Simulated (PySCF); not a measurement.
**Partial charges of CH3Li**

CH₃Li.
Numbering: `[Li:1][CH3:2]` (hydrogens: H3, H4, H5 on C2)

Geometry (PBE0-D3(BJ)/def2-SVP, Å), atoms numbered from 1 in this order:
```xyz
5
CH3Li angstrom
Li     1.8471   -0.0266    0.0273
C     -0.1245    0.0021   -0.0081
H     -0.5629   -0.6323   -0.8050
H     -0.5471    1.0128   -0.1804
H     -0.5953   -0.3503    0.9319
```

Density: PBE0/pcSseg-1 (PySCF); schemes: Mulliken, IAO, Hirshfeld and ESP-fitted. Geometry: PBE0-D3(BJ)/def2-SVP; no solvent, vibrations or thermal averaging.

For which atoms does the sign change between the 4 schemes (beyond +0.03 e in one, beyond −0.03 e in another)?

For none.

Which atoms carry the highest charge in the Mulliken, IAO, Hirshfeld and ESP-fitted schemes?

All schemes agree: Mulliken Li1 (+0.578); IAO Li1 (+0.736); Hirshfeld Li1 (+0.521); ESP-fitted Li1 (+0.794).

Tabulate the Mulliken, IAO, Hirshfeld and ESP-fitted charges.

In e:

| atom | environment | Mulliken | IAO | Hirshfeld | ESP-fitted |
| --- | --- | --- | --- | --- | --- |
| Li1 | lithium bonded to C | +0.578 | +0.736 | +0.521 | +0.794 |
| C2 | methyl carbon | -0.821 | -1.042 | -0.460 | -1.771 |
| H3 | methyl hydrogen | +0.081 | +0.102 | -0.020 | +0.325 |
| H4 | methyl hydrogen | +0.081 | +0.102 | -0.020 | +0.324 |
| H5 | methyl hydrogen | +0.081 | +0.102 | -0.020 | +0.328 |

Mean size of the charges over all atoms: ESP-fitted 0.708 e, IAO 0.417 e, Mulliken 0.329 e, Hirshfeld 0.208 e. Each set sums to the total charge, 0, to within 0.001 e. The Hirshfeld scheme weights the molecular density at each point by an atom's share of the summed free-atom densities.

How many electrons does the Mulliken scheme count on C2?

Z − q = 6 − (-0.821) = 6.821.

Sum the charges by element, for elements with more than one atom.

```tsv
element	atoms	Mulliken	IAO	Hirshfeld	ESP-fitted
H	3	+0.243	+0.306	-0.060	+0.976
```
